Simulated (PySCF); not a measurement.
Compound: acetophenone, C₈H₈O.
Bonds: C1–C2, C2–O3 (double), C2–C4, C4–C5 (aromatic), C5–C6 (aromatic), C6–C7 (aromatic), C7–C8 (aromatic), C8–C9 (aromatic), C4–C9 (aromatic). Hydrogens: H10, H11, H12 on C1; H13 on C5; H14 on C6; H15 on C7; H16 on C8; H17 on C9.

The same species was optimised twice, with GFN2-xTB and with PBE0-D3(BJ)/def2-SVP (PySCF), and the same property calculations (PySCF, gas phase) were run on both structures.

| coordinate | GFN2-xTB | PBE0-D3(BJ)/def2-SVP | change |
| --- | --- | --- | --- |
| C2–C4 (Å) | 1.487 | 1.498 | +0.011 |
| C7–C8 (Å) | 1.386 | 1.396 | +0.010 |
| C5–C6 (Å) | 1.383 | 1.393 | +0.010 |
| C8–C9 (Å) | 1.381 | 1.390 | +0.009 |
| C6–C7 (Å) | 1.386 | 1.394 | +0.008 |
| C4–C5 (Å) | 1.394 | 1.400 | +0.006 |
| C4–C9 (Å) | 1.396 | 1.401 | +0.005 |
| C1–C2 (Å) | 1.510 | 1.508 | -0.002 |
| C2=O3 (Å) | 1.211 | 1.212 | +0.001 |
| C1–C2–C4 (°) | 117.2 | 118.5 | +1.3 |
| O3–C2–C4 (°) | 121.4 | 120.4 | -1.0 |
| C2–C4–C5 (°) | 123.5 | 123.0 | -0.5 |
| C1–C2–O3 (°) | 121.5 | 121.0 | -0.5 |
| C5–C6–C7 (°) | 120.4 | 120.1 | -0.3 |
| C5–C4–C9 (°) | 118.9 | 119.2 | +0.3 |
| C4–C9–C8 (°) | 120.8 | 120.5 | -0.3 |
| C2–C4–C9 (°) | 117.6 | 117.7 | +0.1 |
| C1–C2–C4–C5 (°) | 0 | 1 | +1 |

Rotational constants: A = 3724, B = 1234, C = 932.5 MHz (GFN2-xTB) against A = 3697, B = 1219, C = 922.1 MHz (PBE0-D3(BJ)/def2-SVP). Point groups within 0.08 Å: Cs and Cs.

On the GFN2-xTB structure: HOMO (eV) -7.37 [PBE0/pcSseg-1]; LUMO (eV) -1.66 [PBE0/pcSseg-1]; dipole (D) 3.13 [PBE0/pcSseg-1]; GIAO shielding of C1 (ppm) 158.2 [PBE0/pcSseg-1]; GIAO shielding of C2 (ppm) -13.2 [PBE0/pcSseg-1]; GIAO shielding of O3 (ppm) -313.3 [PBE0/pcSseg-1]; GIAO shielding of C4 (ppm) 46.9 [PBE0/pcSseg-1]; GIAO shielding of C5/C9 (mean) (ppm) 51.8 [PBE0/pcSseg-1]; GIAO shielding of C6/C8 (mean) (ppm) 53.1 [PBE0/pcSseg-1]; GIAO shielding of C7 (ppm) 47.9 [PBE0/pcSseg-1].

Task: What do these properties become on the PBE0-D3(BJ)/def2-SVP structure?

Result: 
```csv
property,level,on GFN2-xTB,on PBE0-D3(BJ)/def2-SVP,change
HOMO (eV),PBE0/pcSseg-1,-7.37,-7.39,-0.02
LUMO (eV),PBE0/pcSseg-1,-1.66,-1.66,0.00
dipole (D),PBE0/pcSseg-1,3.13,3.09,-0.04
"energy, GFN2-xTB geometry as zero (kcal/mol)",PBE0/pcSseg-1,0.0,-0.3,-0.3
GIAO shielding of C1 (ppm),PBE0/pcSseg-1,158.2,157.0,-1.2
GIAO shielding of C2 (ppm),PBE0/pcSseg-1,-13.2,-13.5,-0.3
GIAO shielding of O3 (ppm),PBE0/pcSseg-1,-313.3,-317.3,-4.0
GIAO shielding of C4 (ppm),PBE0/pcSseg-1,46.9,44.9,-2.0
GIAO shielding of C5/C9 (mean) (ppm),PBE0/pcSseg-1,51.8,49.9,-1.9
GIAO shielding of C6/C8 (mean) (ppm),PBE0/pcSseg-1,53.1,50.7,-2.4
GIAO shielding of C7 (ppm),PBE0/pcSseg-1,47.9,45.5,-2.4
```

The heavy atoms differ by 0.015 Å rms after alignment. Among bonds between heavy atoms C2–C4, C5–C6 and C7–C8 change most and about equally (+0.010 to +0.011 Å). Changes are differences of the printed values. Neither structure is proved a minimum here.

Shape of the structure used: `[CH3:1][C:2](=[O:3])[c:4]1[cH:5][cH:6][cH:7][cH:8][cH:9]1`: C1–C2–C4–C5 1°.
